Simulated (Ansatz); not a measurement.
CsRe₃: from a trial structure to a relaxed crystal

Computed with Ansatz, DFT PBE, scalar-relativistic, plane waves, PAW. Cutoff 420 eV, Γ-centred k mesh, Gaussian smearing, no spin polarisation in the final step.

CsRe₃ was placed on the sites of a reported Cu3Pd cell (P4/mmm, No. 123), with Cs in place of Pd, Re in place of Cu, at a guessed volume.

```xyz
4
Lattice="4.4057 0.0000 0.0000 0.0000 4.4057 0.0000 0.0000 0.0000 4.3604" Properties=species:S:1:pos:R:3 pbc="T T T"
Cs    0.0000    0.0000    0.0000
Re    0.0000    2.2028    2.1802
Re    2.2028    0.0000    2.1802
Re    2.2028    2.2028    0.0000
```

Steps on the 4×4×4 mesh (4 atoms). 12 of 13 steps are shown, and the free energy counts from the last. Trial steps that were taken back and renewals of the plane-wave basis can be among the rows.

| step | ΔF (meV/atom) | V (Å³/atom) | P (GPa) |
| --- | --- | --- | --- |
| 1 | 677.4 | 21.16 | -18.04 |
| 2 | 453.1 | 18.34 | -4.81 |
| 3 | 445.1 | 17.49 | 2.94 |
| 4 | 440.7 | 17.75 | 0.40 |
| 5 | 422.6 | 18.10 | -1.75 |
| 6 | 364.5 | 18.20 | -1.85 |
| 8 | 83.4 | 17.72 | 1.16 |
| 9 | 13.0 | 17.41 | 4.18 |
| 10 | 3.5 | 17.95 | -1.49 |
| 11 | 1.9 | 17.85 | -0.21 |
| 12 | 1.5 | 17.82 | -0.02 |
| 13 | 0.0 | 17.82 | 0.16 |

Steps on the 4×4×6 mesh (4 atoms). 4 of 5 steps are shown, and the free energy counts from the last.

```csv
step,ΔF (meV/atom),V (Å³/atom),P (GPa)
1,2.7,17.82,-0.66
2,1.6,17.57,2.50
3,0.1,17.76,0.37
5,0.0,17.82,-0.05
```

A final relaxation ran on a 10×10×16 mesh. The relaxed crystal, P4/mmm (No. 123):

```cif
data_structure
_symmetry_space_group_name_H-M 'P4/mmm'
_symmetry_Int_Tables_number 123
_cell_length_a 4.8854
_cell_length_b 4.8854
_cell_length_c 2.9823
_cell_angle_alpha 90.000
_cell_angle_beta 90.000
_cell_angle_gamma 90.000
_cell_volume 71.18
loop_
_atom_site_label
_atom_site_type_symbol
_atom_site_symmetry_multiplicity
_atom_site_Wyckoff_symbol
_atom_site_fract_x
_atom_site_fract_y
_atom_site_fract_z
_atom_site_occupancy
Cs1 Cs 1 a 0.00000 0.00000 0.00000 1
Re1 Re 2 e 0.00000 0.50000 0.50000 1
Re2 Re 1 c 0.50000 0.50000 0.00000 1
```

| Quantity | Value |
| --- | --- |
| Volume per atom | 17.79 Å³ |
| Density | 16.13 g/cm³ |
| Energy over the elements | 2.26 eV/atom |
| Gap on the 10×10×16 mesh | 0 eV (a metal) |

Formation energies are uncorrected and refer to the elements' standard structures at the same level.

The final run used a 10×10×16 mesh on its 4-atom cell and 0.10 eV smearing. The k mesh leaves about 4 meV/atom of noise in metals. Spin–orbit coupling is left out.

A structure relaxed within its symmetry needn't be a true minimum.

Cost: 4 runs of about 2.1 core-minutes in all, on Intel Xeon 6975P-C (Granite Rapids) (shared hosts).